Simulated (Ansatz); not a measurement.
Ideal-gas functions of `O/C=C\Cl` at 800 K and 1 bar, from an Ansatz frequency run at PBE0-D4/def2-TZVP.

Molar mass 78.5 g/mol, point group Cs (symmetry number 1), electronic degeneracy 1, moments of inertia 31.463, 129.29, 160.753 u Å². Harmonic wavenumbers (cm⁻¹, unscaled): 214, 424, 556, 645, 714, 824, 921, 1104, 1214, 1349, 1381, 1721, 3220, 3273, 3759.

Use S(trans) = R[1.5 ln M + 2.5 ln T − 1.1517]; rotational temperatures θ = 24.2544 K / I; S(rot) = R[ln(√π/σ · √(T³/θAθBθC)) + 1.5]; for each mode x = 1.438777 ν̃/T, S = R[x/(eˣ − 1) − ln(1 − e⁻ˣ)] and H = RT x/(eˣ − 1); 1 cm⁻¹ = 0.0119627 kJ/mol; R = 8.31446 J/(mol·K).

Question: By hand: the entropy, in J/(mol·K).

Answer: Translation 183.8. Rotation: θ = 0.7709, 0.1876, 0.1509 K, giving 116.5. Vibration, mode by mode: 16.30, 10.77, 8.65, 7.53, 6.78, 5.77, 5.01, 3.86, 3.30, 2.72, 2.60, 1.61, 0.17, 0.16, 0.07, in all 75.3. Electronic 0.0. Sum 375.6 J/(mol·K).

Question: By hand: H − E and G − E in kJ/mol, counted from the electronic energy.

Answer: Zero-point energy ½ × 21319 × 0.0119627 = 127.5; thermal vibration 34.3; translation, rotation and pV give 4 RT = 26.6. H − E = 188.4 kJ/mol, and G − E = 188.4 − 800 × 375.6/1000 = -112.1 kJ/mol.

Vibration gives 20 % of the entropy. The sum counts one conformer and one mirror image; others add a mixing term.
